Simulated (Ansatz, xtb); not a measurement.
**Relative energy of two isomers of C3H5Cl3**

Structure I is `ClCCC(Cl)Cl`, a singlet and structure II is `ClCC(Cl)CCl`, a singlet. Both are isolated molecules in the gas phase, relaxed with BLYP-D3(BJ)/def2-SVP, each in the lowest conformer that the search found.

I (Å):

```xyz
11

C     0.4182    0.5439    1.4553
C     0.2519    0.0886    0.0048
C     0.8935   -1.2656   -0.3028
Cl    2.1829    0.7531    1.8996
Cl    0.1423   -2.5902    0.7005
Cl    0.7515   -1.6395   -2.0733
H     0.0003   -0.1962    2.1603
H    -0.0664    1.5235    1.6159
H    -0.8311    0.0307   -0.2309
H     0.7043    0.8352   -0.6785
H     1.9679   -1.2743   -0.0589
```

II (Å):

```xyz
11

C     0.9510    0.9475    0.2797
C     0.8610   -0.4216    0.9553
C    -0.0496   -1.4349    0.2643
Cl   -0.6853    1.7641    0.2839
Cl    2.5747   -1.0695    1.0896
Cl    0.3972   -1.7305   -1.4747
H     1.2685    0.8409   -0.7720
H     1.6483    1.6056    0.8248
H     0.5031   -0.3032    1.9968
H    -1.0845   -1.0464    0.2695
H    -0.0093   -2.4078    0.7841
```

Energies in hartree; the thermal terms are from BLYP-D3(BJ)/def2-SVP harmonic frequencies (ideal gas, rigid rotor, one conformer each, 298.15 K, 1 atm) and include the zero-point energy:

|  | I | II |
| --- | --- | --- |
| E, CCSD(T)/def2-SVP | −1495.403537 | −1495.405977 |
| E, MP2/def2-SVP | −1495.312119 | −1495.314305 |
| E, MP2/def2-TZVPP | −1496.175809 | −1496.178157 |
| zero-point energy | 0.074799 | 0.074945 |
| H(298 K) − E | 0.082889 | 0.083014 |
| G(298 K) − E | 0.041434 | 0.041744 |

Problem. Correct the CCSD(T) difference for the basis set by the MP2 change, then work out ΔE, ΔE₀, ΔH and ΔG for I → II in kcal/mol (1 Eh = 627.51 kcal/mol) and the equilibrium ratio [II]/[I].

Solution. 1. Differences II − I: CCSD(T) −0.002440, MP2 in the small set −0.002186, MP2 in the large set −0.002348 Eh.
2. ΔE = −0.002440 + (−0.002348 − (−0.002186)) = −0.002602 Eh = −1.63 kcal/mol.
3. ΔE₀ = ΔE + ΔZPE = −0.002602 + (+0.000146) Eh = −1.54 kcal/mol.
4. ΔH = ΔE + (+0.000125) Eh = −1.55 kcal/mol.
5. ΔG = ΔE + (+0.000310) Eh = −1.44 kcal/mol, so ΔS = (ΔH − ΔG)/T = −1.6 J/(mol K).
6. kT = 0.9442 mEh, so K = [II]/[I] = exp(−ΔG/kT) = exp(+2.43) ≈ 11.

Structure II is favoured at this temperature. An error of 1 kcal/mol in ΔG would change K by a factor of 5.4. GFN2-xTB gave ΔE the other sign. Mirror images and further conformers aren't counted.

As drawn, both hold the same kinds of bond in the same numbers.

Other levels gave ΔE = +1.0 (GFN2-xTB); −1.2 (HF/STO-3G, GFN2-xTB geometries); −1.2 (r2SCAN-D4/def2-SVP, GFN2-xTB geometries); −0.9 (BLYP-D3(BJ)/def2-SVP); −2.5 (HF/def2-SVP); −1.4 (MP2/def2-SVP); −1.5 (CCSD(T)/def2-SVP) kcal/mol. The correlated steps freeze 18 core orbitals. Programs: Ansatz 0.2.0, xtb 6.7.1.
